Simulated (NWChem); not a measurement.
Species: hydrogen peroxide (H2O2); SMILES OO

Q: Give the equilibrium geometry at B3LYP/6-31G* (spherical d) (NWChem) as a Z-matrix, with the point group.

A: point group C2; any orientation.
```
O
H 1 0.9738
O 1 1.4556 2 99.71
H 3 0.9738 1 99.71 2 117.23
```
